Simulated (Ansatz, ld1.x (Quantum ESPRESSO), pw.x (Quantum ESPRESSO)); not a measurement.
**Equation-of-state test of one PAW potential (tantalum)**

```
Element                 : Ta (Z = 73)
Generator               : ld1.x (Quantum ESPRESSO) 7.5
Type                    : PAW
Functional              : PBE
Relativity              : scalar-relativistic
Frozen core             : [Kr] 4d10 4f14
Valence charge          : 13
Reference configuration : 5s2 5p6 5d3 6s2 6p0
Partial waves           : 5s (bound): rcut 1.40, rcutus 1.75 bohr; 6s (bound): rcut 1.40, rcutus 1.75 bohr; 5p (bound): rcut 2.00, rcutus 2.70 bohr; 6p (bound, empty): rcut 2.00, rcutus 2.70 bohr; 5d (bound): rcut 2.25, rcutus 3.00 bohr; 5d channel at 4.6 Ry: rcut 2.25, rcutus 3.00 bohr
Local potential         : all-electron potential smoothed inside 1.35 bohr (lloc = -1)
Core correction         : none
Augmentation charge     : BESSEL, radius 1.20 bohr
```

Atomic tests: cutoffs needed: 21 Ry and 35 Ry (the cutoffs (Ry, on a coarse ladder) from which the occupation-weighted sum of valence levels, in a spherical-Bessel basis at the reference potential, stays within 10 and 1 mRy of its value at 400 Ry); ghost test: no extra level below or beside the all-electron valence levels (s, p, d, f tested) (spherical-Bessel basis up to 400 Ry, 20 bohr box); largest excitation error: +15 meV (all-electron minus pseudo) for 5s2 5p6 5d3 6s0 6p0, out of 7 test configurations.

Crystal test: bcc Ta in pw.x 7.5, no spin, 14³ k-points, Fermi–Dirac smearing 0.01 Ry, cutoffs 45/360 Ry. The reference is all-electron LAPW (Ansatz 0.2.0) with the same functional, mesh and smearing; V0 and B0 come from Birch–Murnaghan fits to the pressures at five volumes. Errors are pseudo minus all-electron; Δ is the rms difference of the E(V) curves that follow from these fits, minima aligned, over ±6 % about the mean V0. Mesh and smearing are coarse, so the numbers serve the comparison and aren't converged zero-temperature values; the lattice is a test structure that the element need not adopt.

| V (Å³/atom) | P all-electron (GPa) | P pseudo (GPa) |
| --- | --- | --- |
| 17.282 | 12.43 | 8.82 |
| 17.737 | 6.48 | 3.15 |
| 18.192 | 1.22 | -1.86 |
| 18.647 | -3.44 | -6.26 |
| 19.102 | -7.57 | -10.12 |

All-electron: a0 = 3.321 Å (V0 = 18.31 Å³/atom), B0 = 193.2 GPa.

Pseudopotential: mean pressure error (GPa): -3.08; a0 (Å): 3.303; a0 error (%): -0.53; B0 error (%): +0.9; Δ (meV/atom): 12.3. The largest radius (3.00 bohr) exceeds half the bond length (2.71 bohr), so the spheres overlap, which is one possible source of error among others. This is a poor potential for the solid.

Task: At the middle volume, how do free energy and pressure move when the wave cutoff is lowered (ecutrho held at 360 Ry)?

Result:

```csv
cutoff (Ry),shift of F (meV/atom),shift of P (GPa)
20,+139.7,-2.11
27,+43.2,-0.64
36,+8.6,-0.15
```

The run at the middle volume (104 k-points, 24 iterations) took about 49 s on one core of a shared host (Neoverse-V1, 32 threads, 247 GiB, load 29).
